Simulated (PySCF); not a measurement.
Structure problem from calculated spectra and properties.

Elements present: C, F, H and O. Monoisotopic mass: 93.0710 u (electron mass counted); charge +1.

| Quantity | Value |
| --- | --- |
| UV, first state | lowest singlet excitation: 8.89 eV (140 nm, f = 0.003) [TDDFT PBE0/def2-SVPD] |
| 13C NMR | chemical shifts (computed TMS as zero) by class: 95.8 (1 C), 84.7 (1 C), 78.5 (2 C) ppm [GIAO PBE0/pcSseg-1] |
| 1H NMR | chemical shifts (computed TMS as zero) by class: 5.57 (2 H), 4.70 (2 H), 4.64 (6 H) ppm [GIAO PBE0/pcSseg-1] |
| Polarisability | 50.7 au [PBE0/def2-SVPD] |
| Rotational structure | rotational constants A, B, C: 6.842, 2.207, 1.808 GHz [GFN2-xTB] |
| UV, strongest line | among the 6 lowest singlet transitions: S2 at 9.00 eV (138 nm, f = 0.032) [TDDFT PBE0/def2-SVPD] |
| Triplet | lowest triplet excitation (Tamm–Dancoff): 8.46 eV [TDA PBE0/def2-SVPD] |

Electronic properties: PySCF, gas phase, density fitting. Levels stand in brackets. One conformer (not necessarily the lowest) at the GFN2-xTB geometry, without solvent, vibrations or thermal averaging. NMR values are class means; diastereotopic atoms form classes of their own.

Question: Which formula fits the mass and the elements?

Answer: C4H10FO (calculated 93.0710). No other formula that holds each of these elements comes within 0.0003 u with a fitting electron parity and a possible valence count.

Question: Propose a structure and show how it fits.

Answer: Numbering: `[CH3:1][O+:2]([CH3:3])[CH2:4][CH2:5][F:6]`. 4 carbons fall into 3 classes; from least to most shielded: sp3 carbon bound to oxygen [C4] (95.8 ppm), sp3 C–F carbon [C5] (84.7 ppm), O-methyl carbon [C1/C3] (78.5 ppm, 2 C). Hydrogen classes from least to most shielded: 2 H on an sp3 C–F carbon, C5 (5.57 ppm), 2 H on an sp3 carbon bound to oxygen, C4 (4.70 ppm), 6 H on 2 O-methyl carbons, C1/C3 (4.64 ppm, a mean of values up to 1.2 ppm apart in this geometry). S1 is mainly HOMO−1→LUMO (weight 0.79); the largest Löwdin shares of the orbital it empties are 0.46 on the alkyl fluorine, 0.17 on the sp3 C–F carbon, 0.16 on the sp3 carbon bound to oxygen and 0.06 on the oxonium oxygen, of the orbital it fills 0.17 on an O-methyl carbon, 0.16 on the oxonium oxygen, 0.14 on the sp3 carbon bound to oxygen and 0.13 on an O-methyl carbon. The optimised geometry has point group C1 and is an asymmetric top. Structure: `C[O+](C)CCF`. The assignments are read from this structure; whether some other isomer fits the data as well wasn't checked.

Shape of the structure used: `[CH3:1][O+:2]([CH3:3])[CH2:4][CH2:5][F:6]`: C1–O2–C4–C5 73°, O2–C4–C5–F6 -80°.
